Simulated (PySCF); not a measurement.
Compound: C5H7N.
Atom-mapped SMILES: `[CH3:1]/[CH:2]=[CH:3]/[CH2:4][C:5]#[N:6]` (hydrogens: H7, H8, H9 on C1; H10 on C2; H11 on C3; H12, H13 on C4)

The same species was optimised twice, with GFN2-xTB and with PBE0-D3(BJ)/def2-SVP (PySCF), and the same property calculations (PySCF, gas phase) were run on both structures.

| coordinate | GFN2-xTB | PBE0-D3(BJ)/def2-SVP | change |
| --- | --- | --- | --- |
| C4–C5 (Å) | 1.443 | 1.462 | +0.019 |
| C5≡N6 (Å) | 1.143 | 1.157 | +0.014 |
| C2=C3 (Å) | 1.322 | 1.335 | +0.013 |
| C3–C4 (Å) | 1.504 | 1.504 | 0.000 |
| C1–C2 (Å) | 1.491 | 1.491 | 0.000 |
| C3–C4–C5 (°) | 109.8 | 112.7 | +2.9 |
| C1–C2–C3 (°) | 124.3 | 125.2 | +0.9 |
| C4–C5–N6 (°) | 178.8 | 179.1 | +0.3 |
| C2–C3–C4 (°) | 124.3 | 123.9 | -0.4 |
| C2–C3–C4–C5 (°) | -118 | -121 | -3 |

Rotational constants: A = 12031, B = 1554, C = 1459 MHz (GFN2-xTB) against A = 12844, B = 1477, C = 1400 MHz (PBE0-D3(BJ)/def2-SVP). Point groups within 0.08 Å: C1 and C1. Atoms that the bonding makes alike are paired by their places after alignment.

On the GFN2-xTB structure: lowest triplet, Tamm–Dancoff (eV) 4.50 [B3LYP/def2-SVPD]; isotropic polarisability (au) 65.1 [B3LYP/def2-SVPD]; HOMO (eV) -7.57 [B3LYP/def2-SVPD]; LUMO (eV) -0.39 [B3LYP/def2-SVPD]; dipole (D) 4.30 [B3LYP/def2-SVPD]; HOMO (eV) -7.78 [PBE0/pcSseg-1]; LUMO (eV) -0.06 [PBE0/pcSseg-1]; dipole (D) 4.27 [PBE0/pcSseg-1]; GIAO shielding of C1 (ppm) 164.7 [PBE0/pcSseg-1]; GIAO shielding of C2 (ppm) 46.6 [PBE0/pcSseg-1]; GIAO shielding of C3 (ppm) 58.4 [PBE0/pcSseg-1]; GIAO shielding of C4 (ppm) 163.9 [PBE0/pcSseg-1]; GIAO shielding of C5 (ppm) 65.2 [PBE0/pcSseg-1]; GIAO shielding of N6 (ppm) -32.0 [PBE0/pcSseg-1].

Q: What do these properties become on the PBE0-D3(BJ)/def2-SVP structure?

A: 
```tsv
property	level	on GFN2-xTB	on PBE0-D3(BJ)/def2-SVP	change
lowest triplet, Tamm–Dancoff (eV)	B3LYP/def2-SVPD	4.50	4.37	-0.13
isotropic polarisability (au)	B3LYP/def2-SVPD	65.1	66.6	+1.5
HOMO (eV)	B3LYP/def2-SVPD	-7.57	-7.55	+0.02
LUMO (eV)	B3LYP/def2-SVPD	-0.39	-0.48	-0.09
dipole (D)	B3LYP/def2-SVPD	4.30	4.40	+0.10
energy, GFN2-xTB geometry as zero (kcal/mol)	B3LYP/def2-SVPD	0.0	-1.5	-1.5
HOMO (eV)	PBE0/pcSseg-1	-7.78	-7.75	+0.03
LUMO (eV)	PBE0/pcSseg-1	-0.06	-0.16	-0.10
dipole (D)	PBE0/pcSseg-1	4.27	4.37	+0.10
energy, GFN2-xTB geometry as zero (kcal/mol)	PBE0/pcSseg-1	0.0	-0.7	-0.7
GIAO shielding of C1 (ppm)	PBE0/pcSseg-1	164.7	163.4	-1.3
GIAO shielding of C2 (ppm)	PBE0/pcSseg-1	46.6	43.3	-3.3
GIAO shielding of C3 (ppm)	PBE0/pcSseg-1	58.4	56.1	-2.3
GIAO shielding of C4 (ppm)	PBE0/pcSseg-1	163.9	161.0	-2.9
GIAO shielding of C5 (ppm)	PBE0/pcSseg-1	65.2	62.5	-2.7
GIAO shielding of N6 (ppm)	PBE0/pcSseg-1	-32.0	-38.9	-6.9
```

The heavy atoms differ by 0.063 Å rms after alignment (one structure mirrored). Among bonds between heavy atoms C4–C5 changes most (+0.019 Å). Changes are differences of the printed values. Neither structure is proved a minimum here.

The values belong to the conformer `[CH3:1]/[CH:2]=[CH:3]/[CH2:4][C:5]#[N:6]`: C2–C3–C4–C5 -121°.
